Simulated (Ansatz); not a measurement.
A (111) slab of Ag (Fm-3m (No. 225)), 5 planes, outer planes Ag (top) and Ag (bottom), with 5 atoms (Ag5) in a surface cell of A = 6.935 Å², as cut from the bulk:

```
CELL_PARAMETERS angstrom
2.82972 0.00000 0.00000
-1.41486 2.45061 0.00000
0.00000 0.00000 24.24181
ATOMIC_POSITIONS crystal
Ag 0.66667 0.33333 0.30938
Ag 0.33333 0.66667 0.40469
Ag 0.00000 0.00000 0.50000
Ag 0.66667 0.33333 0.59531
Ag 0.33333 0.66667 0.69062
```

The calculation used DFT LDA, scalar-relativistic, plane waves, PAW (Ansatz). Plane waves to 420 eV, a k mesh through Γ of 12×12×1 on the computed 5-atom cell and Gaussian smearing (0.10 eV); no spin polarisation. The cell repeats along c with a dipole correction in the vacuum.

Against the same 5 atoms in the bulk, the slab as cut lies 1.040 eV higher and the relaxed slab 1.037 eV higher.

**Question.** Work out the surface energy before and after relaxation.

**Answer.** The slab has two faces, so γ = (E_slab − N·E_bulk)/(2A), the mean of both. As cut: 1.040/(2 × 6.935) = 0.0750 eV/Å², and 1 eV/Å² = 16.02 J/m², so γ = 1.20 J/m². Relaxed: 1.037/(2 × 6.935) = 0.0748 eV/Å² = 1.20 J/m². Relaxation recovers 0.3 % of the cost of cutting.

**Question.** A cut through this plane breaks about 3 nearest-neighbour bonds a surface cell. What does each broken bond cost, before relaxation?

**Answer.** One cut makes two faces and costs 2γA = 1.040 eV, shared by 3 bonds: 0.35 eV a bond. In a metal this is less than the cohesive energy a bond, since the bonds that remain at the surface strengthen.

**Question.** What is the ideal work of this cut, per area?

**Answer.** Griffith's ideal work is 2γ: 2.40 J/m², whether the new faces relax or not. One thickness was run, 5 planes, so γ can still shift with it.